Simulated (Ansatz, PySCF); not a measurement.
System: CHO₂, net charge 0, doublet state. It need not be the lowest isomer of its formula. 
Coordinates optimised at B3LYP-D3(BJ)/def2-TZVP (Ansatz, a program for electronic structure):
SMILES: C(=O)[O]
```xyz
4

O     -1.0889    -0.4412    -0.0122
C     -0.0503     0.2004     0.0018
O      1.1682     0.1247     0.0094
H     -0.3333     1.3291     0.0118
```
Charge 0, spin multiplicity 2.

Total electronic energies in hartree. Valence correlation only, unless marked. UHF or UKS for open shells. Spin-orbit coupling is left out. No relativistic terms.  The program attaches cautions to a run behind BHLYP/def2-TZVPD: asymmetric forces. The program attaches cautions to a run behind CCSD(T)/cc-pVDZ: other roots.

The Hartree-Fock reference is unstable (checked in the largest basis), which strains HF and MP2. 

```tsv
level	program	energy (Eh)
RI-HF/cc-pVQZ	Ansatz	-188.18864
SVWN5/def2-TZVPD	Ansatz	-187.76150
revPBE-D3(BJ)/def2-TZVPD	Ansatz + dftd3	-189.12957
revPBE-D4/def2-TZVPD	Ansatz + dftd4	-189.13097
r2SCAN-D3(BJ)/def2-TZVPD	Ansatz + dftd3	[?]
B97M-V/def2-TZVPD	Ansatz	[?]
B3LYP-D4/def2-TZVPD	Ansatz + dftd4	[?]
PBE0-D3(BJ)/def2-TZVP	Ansatz + dftd3	-188.95865
PBE0-D3(BJ)/def2-TZVPD	Ansatz + dftd3	-188.95983
PBE0-D4/def2-TZVP	Ansatz + dftd4	-188.95859
BHLYP/def2-TZVPD	Ansatz	-189.05280
TPSSh-D4/def2-TZVPD	PySCF + dftd4	-189.17023
PW6B95-D3(BJ)/def2-TZVPD	PySCF + dftd3	-189.37583
PW6B95/def2-TZVPD	PySCF	-189.37526
CAM-B3LYP-D3(BJ)/def2-TZVPD	Ansatz + dftd3	-189.09403
LC-wPBE-D4/def2-TZVPD	Ansatz + dftd4	-189.03878
B2PLYP-D3(BJ)/def2-TZVPD	Ansatz + dftd3	-189.03457
B2PLYP/def2-TZVPD	Ansatz	-189.03354
RI-MP2/aug-cc-pVTZ	Ansatz	-188.76948
RI-MP2/cc-pVQZ	Ansatz	-188.81476
CCSD/6-31G	Ansatz	-188.33189
CCSD(T)/cc-pVDZ	Ansatz	-188.62526
```

### Question
Complete the blanks.

### Answer

- r2SCAN-D3(BJ)/def2-TZVPD, energy (Eh): -189.07837
- B97M-V/def2-TZVPD, energy (Eh): -189.11997
- B3LYP-D4/def2-TZVPD, energy (Eh): -189.16847
